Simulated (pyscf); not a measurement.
ZnH₂ (SMILES [ZnH2]) + NH₃ (SMILES N) → ZnH₂ (SMILES [ZnH2]) + NH₃ (SMILES N) (four-centre exchange; singlet surface; H–Zn, H–N broken, H–Zn, H–N formed). Structures and frequencies: ωB97X-D3(BJ)/def2-SVP in PySCF. MP2 and CC: frozen core, UHF for open shells. ΔMP2 is the change of the MP2 total energy from the triple- to the quadruple-zeta basis. Energies in kcal/mol from the separated reactants.

```csv
level,barrier,reaction energy
ωB97X-D3(BJ)/def2-TZVP,53.0,0.0
r²SCAN/def2-TZVP,49.1,0.0
B3LYP-D3(BJ)/def2-TZVP,45.7,0.0
ωB97M-D3(BJ)/def2-TZVP,49.7,0.0
HF/def2-TZVP,58.4,0.0
CCSD(T)/def2-TZVPP,52.8,0.0
CCSD(T)/def2-TZVPP + ΔMP2(QZVPP),___,0.0
```

### Question
Complete the blanks.

### Answer

- CCSD(T)/def2-TZVPP + ΔMP2(QZVPP), barrier: 53.3

The same reactants have a lower exit, to H₂N–ZnH + H₂ (barrier +25.8 kcal/mol at ωB97M-D3(BJ), against +49.7 kcal/mol here). One saddle was located; it need not be the lowest between these sides. The CCSD(T) − MP2 part came from Ansatz, without density fitting, on the same reference. The frozen core leaves the outer d or s,p core shells of the metals and heavy elements correlated in the MP2 and CC values, and def2-TZVPP describes them poorly, which can shift differences by a few kcal/mol. Elements up to Kr have no core potential and no relativistic terms here.
